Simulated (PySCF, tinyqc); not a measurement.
Worked calculation (part 1 of 2): RHF in the sto-3g basis, for CH2, spin multiplicity 1. This run ends on a higher stationary point, not on the lowest solution. The lowest restricted solution is unstable here: a spin-polarised one lies 0.0253 hartree lower (PySCF). Computed by tinyqc, a small Python program that keeps every step (integrals from PySCF). Settings: charge = 0, multiplicity = 1, basis = sto-3g, energy threshold = 1e-10, iteration cap = 68, orthogonalisation = canonical, start = core, DIIS depth = 3, shift = 0.5, method = RHF. Command: `OMP_NUM_THREADS=1 python tinyqc.py 25097 25098 out.jsonl` (the two numbers bound the seeds that draw the settings). One thread of a shared host (Intel(R) Xeon(R) Processor @ 2.60GHz), about 0.07 s of CPU time with the checks. Later iterations appear only in the table of the cycle.

## One-electron integrals

Geometry (angstrom):
```
atom         x          y         z
C     0.000000   0.000000  0.000000
H     0.000000   1.216000  0.717000
H     0.000000  -1.260000  0.743000
```

Basis sto-3g: exponents (1/bohr^2) and contraction coefficients of normalised primitives:
```
element  l (shell)   exponent  coefficient
C            s (1)  71.616837     0.154329
C            s (1)  13.045096     0.535328
C            s (1)   3.530512     0.444635
C            s (2)   2.941249    -0.099967
C            s (2)   0.683483     0.399513
C            s (2)   0.222290     0.700115
C            p (3)   2.941249     0.155916
C            p (3)   0.683483     0.607684
C            p (3)   0.222290     0.391957
H            s (1)   3.425251     0.154329
H            s (1)   0.623914     0.535328
H            s (1)   0.168855     0.444635
```

Overlap, kinetic and nuclear-attraction integrals over the contracted functions; the nuclear repulsion is the sum of Za Zb / Rab.

nuclear repulsion = 4.63350937 hartree

overlap S:
```
           1C 1s     1C 2s    1C 2px     1C 2py    1C 2pz     2H 1s      3H 1s
1C 1s   1.000000  0.248362  0.000000   0.000000  0.000000  0.029801   0.026603
1C 2s   0.248362  1.000000  0.000000   0.000000  0.000000  0.324177   0.301565
1C 2px  0.000000  0.000000  1.000000   0.000000  0.000000  0.000000   0.000000
1C 2py  0.000000  0.000000  0.000000   1.000000  0.000000  0.297863  -0.281204
1C 2pz  0.000000  0.000000  0.000000   0.000000  1.000000  0.175632   0.165821
2H 1s   0.029801  0.324177  0.000000   0.297863  0.175632  1.000000   0.051779
3H 1s   0.026603  0.301565  0.000000  -0.281204  0.165821  0.051779   1.000000
```

kinetic energy T (hartree):
```
            1C 1s      1C 2s    1C 2px     1C 2py    1C 2pz      2H 1s      3H 1s
1C 1s   15.891122  -0.085890  0.000000   0.000000  0.000000  -0.009102  -0.008048
1C 2s   -0.085890   0.472250  0.000000   0.000000  0.000000   0.030214   0.022548
1C 2px   0.000000   0.000000  1.477728   0.000000  0.000000   0.000000   0.000000
1C 2py   0.000000   0.000000  0.000000   1.477728  0.000000   0.092667  -0.078761
1C 2pz   0.000000   0.000000  0.000000   0.000000  1.477728   0.054640   0.046444
2H 1s   -0.009102   0.030214  0.000000   0.092667  0.054640   0.760032  -0.010800
3H 1s   -0.008048   0.022548  0.000000  -0.078761  0.046444  -0.010800   0.760032
```

nuclear attraction V (hartree):
```
             1C 1s      1C 2s     1C 2px     1C 2py     1C 2pz      2H 1s      3H 1s
1C 1s   -34.389374  -4.375181   0.000000  -0.000597  -0.009905  -0.532065  -0.475041
1C 2s    -4.375181  -5.922505   0.000000  -0.006058  -0.111878  -1.499594  -1.374249
1C 2px    0.000000   0.000000  -5.834343   0.000000   0.000000   0.000000   0.000000
1C 2py   -0.000597  -0.006058   0.000000  -5.936778  -0.002676  -1.256208   1.163877
1C 2pz   -0.009905  -0.111878   0.000000  -0.002676  -5.869960  -0.757603  -0.702479
2H 1s    -0.532065  -1.499594   0.000000  -1.256208  -0.757603  -3.676267  -0.211952
3H 1s    -0.475041  -1.374249   0.000000   1.163877  -0.702479  -0.211952  -3.600621
```

core Hamiltonian H = T + V (hartree):
```
             1C 1s      1C 2s     1C 2px     1C 2py     1C 2pz      2H 1s      3H 1s
1C 1s   -18.498252  -4.461071   0.000000  -0.000597  -0.009905  -0.541167  -0.483089
1C 2s    -4.461071  -5.450255   0.000000  -0.006058  -0.111878  -1.469380  -1.351702
1C 2px    0.000000   0.000000  -4.356615   0.000000   0.000000   0.000000   0.000000
1C 2py   -0.000597  -0.006058   0.000000  -4.459050  -0.002676  -1.163541   1.085116
1C 2pz   -0.009905  -0.111878   0.000000  -0.002676  -4.392232  -0.702963  -0.656035
2H 1s    -0.541167  -1.469380   0.000000  -1.163541  -0.702963  -2.916235  -0.222752
3H 1s    -0.483089  -1.351702   0.000000   1.085116  -0.656035  -0.222752  -2.840589
```

## Two-electron integrals

Functions are numbered as in S; the eight-fold symmetry (ij|kl) = (ji|kl) = (kl|ij) leaves the list below.

Two-electron integrals (ij|kl) in chemists' order, unique and non-zero (hartree):
```
(11|11) 3.541948    (21|11) 0.576921    (21|21) 0.111888    (22|11) 0.854682
(22|21) 0.205284    (22|22) 0.624709    (31|31) 0.020296    (32|31) 0.030858
(32|32) 0.137996    (33|11) 0.852436    (33|21) 0.205335    (33|22) 0.624568
(33|33) 0.672833    (41|41) 0.020296    (42|41) 0.030858    (42|42) 0.137996
(43|43) 0.036269    (44|11) 0.852436    (44|21) 0.205335    (44|22) 0.624568
(44|33) 0.600295    (44|44) 0.672833    (51|51) 0.020296    (52|51) 0.030858
(52|52) 0.137996    (53|53) 0.036269    (54|54) 0.036269    (55|11) 0.852436
(55|21) 0.205335    (55|22) 0.624568    (55|33) 0.600295    (55|44) 0.600295
(55|55) 0.672833    (61|11) 0.069452    (61|21) 0.013399    (61|22) 0.024580
(61|33) 0.024504    (61|41) 0.000668    (61|42) 0.001264    (61|44) 0.024680
(61|51) 0.000394    (61|52) 0.000745    (61|54) 0.000104    (61|55) 0.024565
(61|61) 0.001637    (62|11) 0.196218    (62|21) 0.047906    (62|22) 0.164436
(62|33) 0.160265    (62|41) 0.003878    (62|42) 0.028853    (62|44) 0.169426
(62|51) 0.002287    (62|52) 0.017013    (62|54) 0.005402    (62|55) 0.163450
(62|61) 0.005986    (62|62) 0.061296    (63|31) 0.004464    (63|32) 0.024729
(63|43) 0.005365    (63|53) 0.003164    (63|63) 0.006764    (64|11) 0.155097
(64|21) 0.038310    (64|22) 0.139430    (64|33) 0.132624    (64|41) 0.007090
(64|42) 0.046869    (64|44) 0.150423    (64|51) 0.001548    (64|52) 0.013055
(64|54) 0.007332    (64|55) 0.135081    (64|61) 0.004965    (64|62) 0.061537
(64|64) 0.067418    (65|11) 0.091451    (65|21) 0.022589    (65|22) 0.082213
(65|33) 0.078200    (65|41) 0.001548    (65|42) 0.013055    (65|44) 0.082368
(65|51) 0.005377    (65|52) 0.032427    (65|54) 0.007823    (65|55) 0.085976
(65|61) 0.002928    (65|62) 0.036284    (65|64) 0.035764    (65|65) 0.027852
(66|11) 0.372494    (66|21) 0.092404    (66|22) 0.362626    (66|33) 0.344928
(66|41) 0.008267    (66|42) 0.085367    (66|44) 0.383940    (66|51) 0.004874
(66|52) 0.050336    (66|54) 0.023003    (66|55) 0.358492    (66|61) 0.011631
(66|62) 0.182233    (66|64) 0.200862    (66|65) 0.118436    (66|66) 0.774606
(71|11) 0.062010    (71|21) 0.011962    (71|22) 0.021942    (71|33) 0.021876
(71|41) -0.000591   (71|42) -0.001119   (71|44) 0.022029    (71|51) 0.000349
(71|52) 0.000660    (71|54) -0.000090   (71|55) 0.021929    (71|61) 0.001419
(71|62) 0.005026    (71|64) 0.003870    (71|65) 0.002467    (71|66) 0.009677
(71|71) 0.001304    (72|11) 0.179628    (72|21) 0.043874    (72|22) 0.151190
(72|33) 0.147342    (72|41) -0.003540   (72|42) -0.026650   (72|44) 0.155794
(72|51) 0.002087    (72|52) 0.015715    (72|54) -0.004984   (72|55) 0.150281
(72|61) 0.005156    (72|62) 0.037563    (72|64) 0.027919    (72|65) 0.021699
(72|66) 0.084320    (72|71) 0.004892    (72|72) 0.052582    (73|31) 0.004030
(73|32) 0.022492    (73|43) -0.004918   (73|53) 0.002900    (73|63) 0.003754
(73|73) 0.005698    (74|11) -0.143758   (74|21) -0.035518   (74|22) -0.129767
(74|33) -0.123490   (74|41) 0.006436    (74|42) 0.043061    (74|44) -0.139887
(74|51) -0.001419   (74|52) -0.012129   (74|54) 0.006769    (74|55) -0.125771
(74|61) -0.004022   (74|62) -0.028402   (74|64) -0.018213   (74|65) -0.016150
(74|66) -0.062067   (74|71) -0.004101   (74|72) -0.053397   (74|74) 0.058935
(75|11) 0.084772    (75|21) 0.020945    (75|22) 0.076521    (75|33) 0.072820
(75|41) -0.001419   (75|42) -0.012129   (75|44) 0.076688    (75|51) 0.004866
(75|52) 0.029644    (75|54) -0.007199   (75|55) 0.079965    (75|61) 0.002560
(75|62) 0.021898    (75|64) 0.016057    (75|65) 0.016139    (75|66) 0.051601
(75|71) 0.002418    (75|72) 0.031487    (75|74) -0.031393   (75|75) 0.024210
(76|11) 0.027120    (76|21) 0.006652    (76|22) 0.023839    (76|33) 0.023196
(76|41) -0.000006   (76|42) -0.000071   (76|44) 0.023858    (76|51) 0.000531
(76|52) 0.004311    (76|54) -0.000016   (76|55) 0.024436    (76|61) 0.000812
(76|62) 0.007786    (76|64) 0.006837    (76|65) 0.005092    (76|66) 0.021415
(76|71) 0.000725    (76|72) 0.007277    (76|74) -0.006510   (76|75) 0.004803
(76|76) 0.001296    (77|11) 0.359920    (77|21) 0.089303    (77|22) 0.351825
(77|33) 0.335096    (77|41) -0.007762   (77|42) -0.081416   (77|44) 0.371964
(77|51) 0.004577    (77|52) 0.048010    (77|54) -0.021740   (77|55) 0.347916
(77|61) 0.010482    (77|62) 0.089192    (77|64) 0.064725    (77|65) 0.053977
(77|66) 0.213598    (77|71) 0.010017    (77|72) 0.166894    (77|74) -0.185971
(77|75) 0.109664    (77|76) 0.021415    (77|77) 0.774606
```

## Orthogonalisation

S = U s U^T; canonical form X = U s^(-1/2), so that X^T S X = 1. Each column of U has its largest component positive (the first on a tie).

eigenvalues of S: 0.481580  0.566103  0.880170  1.000000  1.098703  1.383418  1.590026

X:
```
                1          2          3         4          5          6         7
1C 1s   -0.386019   0.076433   0.719442  0.000000  -0.583106  -0.023736  0.244442
1C 2s    0.950363  -0.146570  -0.295140  0.000000  -0.274440  -0.035727  0.496331
1C 2px   0.000000   0.000000   0.000000  1.000000   0.000000   0.000000  0.000000
1C 2py   0.160841   0.897442  -0.005317  0.000000   0.000100   0.618530  0.038104
1C 2pz   0.417063  -0.060040   0.652784  0.000000   0.651020  -0.013811  0.214568
2H 1s   -0.755484  -0.579515  -0.221614  0.000000   0.182944   0.383035  0.398144
3H 1s   -0.503719   0.770905  -0.237008  0.000000   0.193747  -0.437631  0.341780
```

## Starting guess

The start is the orbitals of the core Hamiltonian; D = 2 C_occ C_occ^T.

D at the start:
```
            1C 1s      1C 2s    1C 2px     1C 2py     1C 2pz      2H 1s      3H 1s
1C 1s    2.125193  -0.514138  0.000000  -0.002470  -0.192811   0.062922   0.058901
1C 2s   -0.514138   2.105494  0.000000   0.014302   0.825618  -0.246702  -0.230449
1C 2px   0.000000   0.000000  2.000000   0.000000   0.000000   0.000000   0.000000
1C 2py  -0.002470   0.014302  0.000000   2.234935   0.012924  -0.255163   0.239973
1C 2pz  -0.192811   0.825618  0.000000   0.012924   0.323808  -0.097556  -0.089563
2H 1s    0.062922  -0.246702  0.000000  -0.255163  -0.097556   0.057662  -0.000391
3H 1s    0.058901  -0.230449  0.000000   0.239973  -0.089563  -0.000391   0.051331
```

## Iteration 1: building the Fock matrix

J_ij = sum D_kl (ij|kl), K_ij = sum D_kl (ik|jl); F = H + J - 0.5 K; E = tr D H + tr D J / 2 - 0.25 tr D K + E_nn.

Coulomb J (hartree):
```
            1C 1s      1C 2s    1C 2px     1C 2py    1C 2pz     2H 1s      3H 1s
1C 1s   12.314851   2.403698  0.000000   0.000015  0.038251  0.289566   0.258506
1C 2s    2.403698   5.498471  0.000000  -0.001014  0.181743  1.407062   1.292895
1C 2px   0.000000   0.000000  5.537638   0.000000  0.000000  0.000000   0.000000
1C 2py   0.000015  -0.001014  0.000000   5.531987  0.000053  1.171165  -1.089794
1C 2pz   0.038251   0.181743  0.000000   0.000053  5.409433  0.712613   0.662352
2H 1s    0.289566   1.407062  0.000000   1.171165  0.712613  2.973158   0.202381
3H 1s    0.258506   1.292895  0.000000  -1.089794  0.662352  0.202381   2.883832
```

exchange K (hartree):
```
            1C 1s      1C 2s    1C 2px     1C 2py    1C 2pz     2H 1s      3H 1s
1C 1s    7.265510   1.291060  0.000000  -0.000025  0.020977  0.165777   0.148301
1C 2s    1.291060   1.804041  0.000000  -0.001724  0.500885  0.439623   0.402416
1C 2px   0.000000   0.000000  1.713334   0.000000  0.000000  0.000000   0.000000
1C 2py  -0.000025  -0.001724  0.000000   1.709032  0.002962  0.292153  -0.270039
1C 2pz   0.020977   0.500885  0.000000   0.002962  0.609295  0.171553   0.156512
2H 1s    0.165777   0.439623  0.000000   0.292153  0.171553  0.190575   0.059799
3H 1s    0.148301   0.402416  0.000000  -0.270039  0.156512  0.059799   0.162212
```

Fock matrix F (hartree):
```
            1C 1s      1C 2s    1C 2px     1C 2py     1C 2pz      2H 1s      3H 1s
1C 1s   -9.816157  -2.702902  0.000000  -0.000569   0.017857  -0.334490  -0.298734
1C 2s   -2.702902  -0.853804  0.000000  -0.006210  -0.180578  -0.282130  -0.260015
1C 2px   0.000000   0.000000  0.324356   0.000000   0.000000   0.000000   0.000000
1C 2py  -0.000569  -0.006210  0.000000   0.218421  -0.004104  -0.138453   0.130342
1C 2pz   0.017857  -0.180578  0.000000  -0.004104   0.712554  -0.076126  -0.071939
2H 1s   -0.334490  -0.282130  0.000000  -0.138453  -0.076126  -0.038364  -0.050271
3H 1s   -0.298734  -0.260015  0.000000   0.130342  -0.071939  -0.050271  -0.037864
```

total energy of this density = -36.70809585 hartree

## Iteration 1: diagonalisation and new density

A level shift of 0.5 hartree raises the virtual space: F + shift (S - S D(s) S), with D(s) the density of one spin (D/2). Diagonalise F' = X^T F X, C = X C', fill 4 alpha and 4 beta electrons from the bottom; D = 2 C_occ C_occ^T. Each column has its largest component positive (the first on a tie).

F' = X^T F X (hartree):
```
           1          2          3         4          5          6          7
1   0.345839   0.126222   1.322763  0.000000  -1.081616  -0.062402   0.406417
2   0.126222   0.798879  -0.297253  0.000000   0.262889  -0.101599  -0.128711
3   1.322763  -0.297253  -3.159625  0.000000   4.535113   0.205819  -2.411305
4   0.000000   0.000000   0.000000  0.324356   0.000000   0.000000   0.000000
5  -1.081616   0.262889   4.535113  0.000000  -3.468699  -0.225162   2.682365
6  -0.062402  -0.101599   0.205819  0.000000  -0.225162   0.140764   0.140059
7   0.406417  -0.128711  -2.411305  0.000000   2.682365   0.140059  -1.651948
```

orbital energies (hartree): MO1 -9.824165, MO2 -0.172333, MO3 0.133083, MO4 0.324356, MO5 0.727945, MO6 0.851744, MO7 1.288937

coefficients C:
```
              MO1        MO2        MO3       MO4        MO5        MO6        MO7
1C 1s    0.991951  -0.250392   0.006897  0.000000   0.153431   0.030004   0.040313
1C 2s    0.031886   0.874560  -0.028099  0.000000  -0.732816  -0.150361  -0.091809
1C 2px   0.000000   0.000000   0.000000  1.000000   0.000000   0.000000   0.000000
1C 2py   0.000251   0.017028   0.760018  0.000000   0.124143  -0.788512   0.015861
1C 2pz   0.001025   0.231761  -0.004733  0.000000  -0.042209   0.002141   1.009063
2H 1s   -0.005065   0.154809   0.289065  0.000000   0.617015   0.866853  -0.233915
3H 1s   -0.004697   0.140415  -0.298130  0.000000   0.859241  -0.602576  -0.200148
```

D after iteration 1:
```
            1C 1s      1C 2s    1C 2px     1C 2py     1C 2pz      2H 1s      3H 1s
1C 1s    2.093421  -0.375094  0.000000   0.002455  -0.114093  -0.083587  -0.083748
1C 2s   -0.375094   1.533323  0.000000  -0.012912   0.405709   0.254212   0.262058
1C 2px   0.000000   0.000000  2.000000   0.000000   0.000000   0.000000   0.000000
1C 2py   0.002455  -0.012912  0.000000   1.155834   0.000698   0.444659  -0.448389
1C 2pz  -0.114093   0.405709  0.000000   0.000698   0.107473   0.069011   0.067898
2H 1s   -0.083587   0.254212  0.000000   0.444659   0.069011   0.215100  -0.128835
3H 1s   -0.083748   0.262058  0.000000  -0.448389   0.067898  -0.128835   0.217240
```

## Iteration 2: building the Fock matrix

As before.

Coulomb J (hartree):
```
            1C 1s     1C 2s    1C 2px     1C 2py    1C 2pz     2H 1s      3H 1s
1C 1s   11.688472  2.261194  0.000000   0.000055  0.028498  0.272268   0.243059
1C 2s    2.261194  5.196703  0.000000   0.001180  0.172716  1.367206   1.256270
1C 2px   0.000000  0.000000  5.233485   0.000000  0.000000  0.000000   0.000000
1C 2py   0.000055  0.001180  0.000000   5.229149  0.000964  1.155790  -1.074729
1C 2pz   0.028498  0.172716  0.000000   0.000964  5.111005  0.703302   0.653631
2H 1s    0.272268  1.367206  0.000000   1.155790  0.703302  3.074672   0.198021
3H 1s    0.243059  1.256270  0.000000  -1.074729  0.653631  0.198021   2.988160
```

exchange K (hartree):
```
            1C 1s     1C 2s    1C 2px     1C 2py     1C 2pz     2H 1s      3H 1s
1C 1s    7.212363  1.268566  0.000000   0.000193  -0.001155  0.157986   0.141196
1C 2s    1.268566  1.704889  0.000000   0.001091   0.378461  0.599783   0.560208
1C 2px   0.000000  0.000000  1.657095   0.000000   0.000000  0.000000   0.000000
1C 2py   0.000193  0.001091  0.000000   1.422337   0.004887  0.512942  -0.489070
1C 2pz  -0.001155  0.378461  0.000000   0.004887   0.491243  0.221281   0.204736
2H 1s    0.157986  0.599783  0.000000   0.512942   0.221281  0.660197   0.047753
3H 1s    0.141196  0.560208  0.000000  -0.489070   0.204736  0.047753   0.617064
```

Fock matrix F (hartree):
```
             1C 1s      1C 2s    1C 2px     1C 2py     1C 2pz      2H 1s      3H 1s
1C 1s   -10.415962  -2.834160  0.000000  -0.000639   0.019170  -0.347892  -0.310628
1C 2s    -2.834160  -1.105996  0.000000  -0.005424  -0.128392  -0.402065  -0.375535
1C 2px    0.000000   0.000000  0.048322   0.000000   0.000000   0.000000   0.000000
1C 2py   -0.000639  -0.005424  0.000000   0.058931  -0.004156  -0.264222   0.254922
1C 2pz    0.019170  -0.128392  0.000000  -0.004156   0.473152  -0.110302  -0.104772
2H 1s    -0.347892  -0.402065  0.000000  -0.264222  -0.110302  -0.171662  -0.048607
3H 1s    -0.310628  -0.375535  0.000000   0.254922  -0.104772  -0.048607  -0.160962
```

total energy of this density = -37.83579171 hartree

## Iteration 2: DIIS over 2 matrices

error matrix X^T (FDS - SDF) X:
```
           1          2          3         4          5          6          7
1   0.000000  -0.000872  -0.177735  0.000000   0.013576   0.067354   0.351389
2   0.000872   0.000000   0.032780  0.000000  -0.002608   0.513013  -0.019827
3   0.177735  -0.032780   0.000000  0.000000   0.033996  -0.015178   0.148496
4   0.000000   0.000000   0.000000  0.000000   0.000000   0.000000   0.000000
5  -0.013576   0.002608  -0.033996  0.000000   0.000000   0.000214   0.040436
6  -0.067354  -0.513013   0.015178  0.000000  -0.000214   0.000000   0.000661
7  -0.351389   0.019827  -0.148496  0.000000  -0.040436  -0.000661   0.000000
```

B (overlaps of the stored error matrices):
```
               1              2
1  1.9368350e+00  1.2173295e+00
2  1.2173295e+00  8.9903154e-01
```

Minimise |sum c_i e_i|^2 with sum c_i = 1: solve [B -1; -1 0][c; lambda] = [0; -1] with B_ij = tr e_i^T e_j, and take F = sum c_i F_i.

DIIS coefficients: -0.793350  1.793350

extrapolated F (hartree):
```
             1C 1s      1C 2s     1C 2px     1C 2py     1C 2pz      2H 1s      3H 1s
1C 1s   -10.891817  -2.938293   0.000000  -0.000694   0.020211  -0.358525  -0.320064
1C 2s    -2.938293  -1.306072   0.000000  -0.004800  -0.086991  -0.497216  -0.467183
1C 2px    0.000000   0.000000  -0.170669   0.000000   0.000000   0.000000   0.000000
1C 2py   -0.000694  -0.004800   0.000000  -0.067601  -0.004196  -0.364000   0.353758
1C 2pz    0.020211  -0.086991   0.000000  -0.004196   0.283223  -0.137415  -0.130820
2H 1s    -0.358525  -0.497216   0.000000  -0.364000  -0.137415  -0.277413  -0.047288
3H 1s    -0.320064  -0.467183   0.000000   0.353758  -0.130820  -0.047288  -0.258621
```
